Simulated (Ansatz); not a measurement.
**AlH₄+ (triplet): from Hartree-Fock to the top rungs, def2-QZVPP**

The task here is to estimate one member of a computed series from the others.

Computed with Ansatz 0.2.0, Gaussian basis. Level: def2-QZVPP, core rule «outside noble gas», up to 5 orbitals frozen.

The runs, in order: UHF; ROHF; CCSD(T) on UHF.

2 further runs of the same task are left out: 2 set aside as unsound or not needed.

### The geometry

The geometry is a PBE0/def2-TZVP stationary point (not a proven minimum) of the parent state, kept for this charge and spin.

5 atoms, charge 1, spin multiplicity 3.

Atoms are counted from 1 here; the program's logs count them from 0.

Bond lengths: Al1–H4 1.595 Å, Al1–H5 1.595 Å, H2–H3 0.766 Å. Angles: H4–Al1–H5 120.0°.

The first run:

Contents of in.yaml:

```yaml
crystal:
  periodic: [false, false, false]
  atoms:
    - {symbol: Al, position_ang: [-0.059867, 0.000147, -0.132768]}
    - {symbol: H, position_ang: [0.448722, 0.001802, 1.985772]}
    - {symbol: H, position_ang: [-0.317066, -0.008906, 1.956389]}
    - {symbol: H, position_ang: [0.733301, 1.383310, -0.188797]}
    - {symbol: H, position_ang: [0.737612, -1.380129, -0.199290]}
basis:
  gaussian: {orbitals: "def2-QZVPP.json"}
total_charge: 1
magnetization: {spin_polarized: true, initial_magnetization: 2}
hamiltonian: {xc: hf}
output: {orbitals: {seedname: orbitals}}
```

Command:

```sh
ansatz run in.yaml --threads 1 --pin off --events-out ev --progress --plain --max-ram 2393MiB
```

Among the steps run: UHF; ROHF; CCSD(T) on UHF.

One of the session's tables, all rows but one given; the rest of the session is left out.

```
  method  from UCCSD(T) (kcal/mol)
    ROHF                    +74.33
     UHF                    +69.10
    UMP2                         ?
   UCCSD                     +1.47
UCCSD(T)                         0
```

Estimate the missing values for UMP2.

As computed: from UCCSD(T) (kcal/mol): +17.66. In the column «from UCCSD(T) (kcal/mol)» it lies between UCCSD (+1.47) and UHF (+69.10).
